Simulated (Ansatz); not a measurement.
## Two structures, one formula

Two relaxed structures of CH5AlN (charge +1), closed shell (PBE0-D4/def2-TZVP; forces vanish, vibrations not checked).

A:

```xyz
8
angstrom
N -0.3322 0.3481 0.3426
C -0.5057 0.9868 -0.7459
Al 0.7538 -1.2571 0.5190
H -0.0249 0.6322 -1.6559
H -1.1242 1.8813 -0.7914
H -0.8140 0.7407 1.1511
H 1.3300 -1.5642 -0.8994
H 0.7491 -1.7795 1.9863
```

B:

N1  (-0.345, 0.774, -0.822)
C2  (-0.153, 0.729, 0.708)
Al3  (0.469, -0.841, -0.142)
H4  (0.168, 1.521, -1.281)
H5  (-1.316, 0.841, -1.115)
H6  (-1.102, 0.773, 1.236)
H7  (1.010, -2.167, -0.740)
H8  (0.517, 1.510, 1.054)
(Å)

Ansatz 0.2.0; basis: def2-TZVPP; cores frozen in the correlated methods. B3LYP uses VWN-RPA correlation.

Problem. Which structure is lower at CCSD(T), and by how much? (An estimate is asked for; the value comes from the calculation.)

Solution. By the calculation: A, by 0.470 eV (electronic energy, against the other). By their contacts, A is CH₅AlN ([CH2][NH][AlH2]), total charge +1 and B is CH₅AlN ([CH2]1[NH2][AlH]1), total charge +1.

All methods give the same order:

| method | E(B) − E(A) (eV) |
| --- | --- |
| PBE-D4 | 0.248 |
| r2SCAN-D4 | 0.287 |
| PBE0-D4 | 0.251 |
| B3LYP-D4 | 0.476 |
| wB97M-V | 0.358 |
| HF | 0.830 |
| MP2 | 0.366 |
| CCSD | 0.483 |
| CCSD(T) | 0.470 |

T1 diagnostic: at most 0.014.

Labels in which every atom is bracketed show which atoms are joined, not bond orders.

For scale, one of the runs: CCSD(T)/def2-TZVPP, 174 basis functions, launched by `ansatz run in.yaml --threads 2 --pin off --events-out ev --progress --plain --max-ram 4352MiB`. Time: 28 s of wall clock on 2 CPU threads of an Arm Neoverse V1; the host was shared. Peak host memory: 1.5 GiB.
